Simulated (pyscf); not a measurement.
# Routes from H₂N–In [singlet] + hydrogen (H₂)

Candidate steps break at most two bonds and form at most two. Each was searched with GFN2-xTB (tblite) first. Structures and frequencies: ωB97X-D3(BJ)/def2-SVP in PySCF. Energies: ωB97M-D3(BJ)/def2-TZVP, kcal/mol, from the separated reactants, singlet surface; ΔG‡ with ideal gas, 1 atm, RRHO with modes under 100 cm⁻¹ raised to 100, one conformer, R ln 2 for chiral ones without a mode under 150 cm⁻¹.

```tsv
products	type	ΔE‡	ΔE	ΔG‡ 298 K	ΔG‡ 900 K	ν‡ (cm⁻¹)
InH [singlet] + NH₃	four-centre exchange	22.3	+6.3	30.1	46.3	1413i
H₂N–InH₂	insertion	67.6	+3.4	74.2	90.0	1513i
```

Row 1: On the product side the descent ends in a bound adduct (not fully relaxed), 12.6 kcal/mol under the separated species and 25.6 kcal/mol under the saddle at ωB97X-D3(BJ)/def2-TZVP. 

Plain bond fissions and candidates not yet searched are not listed, and one of them may be faster. Each barrier is that of the saddle found; lower ones may exist. Elements past Kr carry the def2 core potentials, without spin-orbit coupling.
